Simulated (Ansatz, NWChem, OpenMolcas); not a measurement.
# How basis sets differ on C2HO (ethynyloxy radical)

C2HO has 4 atoms, charge 0, and is taken as a doublet. As SMILES, `C#C[O]`. The shape is that of a PBE0-D4/def2-TZVP optimisation.

```xyz
4

C    -0.5625    0.2174   -0.4178
C     0.3423   -0.3966    0.2624
O     1.0688   -1.1065    0.8368
H    -0.7931    1.2255   -0.7016
```

Each level gives the atomisation enthalpy at 298 K (kJ/mol). The values are calculated. The thermal term (zero-point and 298 K enthalpy, harmonic and unscaled) is that of PBE0-D4/def2-TZVP; the spin-orbit lowering of the free atoms at 298 K, 0.4 kJ/mol by their spectra, is taken off.

**The experiment to reproduce.** Active Thermochemical Tables gives the atomisation enthalpy at 298 K of the gas as 1723 kJ/mol.

```
                 level          kind     program  value (kJ/mol)  computed − measured
            UHF/STO-3G  Hartree–Fock      Ansatz            1069                 -654
             UHF/3-21G  Hartree–Fock  OpenMolcas             964                 -759
UHF/cc-pVDZ-DK (sfX2C)  Hartree–Fock      Ansatz            1098                 -625
           UHF/cc-pVTZ  Hartree–Fock      NWChem            1134                 -589
UHF/cc-pVTZ-DK (sfX2C)  Hartree–Fock      Ansatz            1131                 -592
UHF/cc-pVQZ-DK (sfX2C)  Hartree–Fock      Ansatz            1136                 -587
```

Nearest: UHF/cc-pVQZ-DK (sfX2C) (-587 kJ/mol); farthest: UHF/3-21G (-759 kJ/mol). Spin contamination of the reference (⟨S²⟩ at least 0.1 too high) touches UHF/STO-3G, UHF/3-21G. Without the sets that lack polarisation functions the rows with a basis span only 1098 to 1136 kJ/mol.
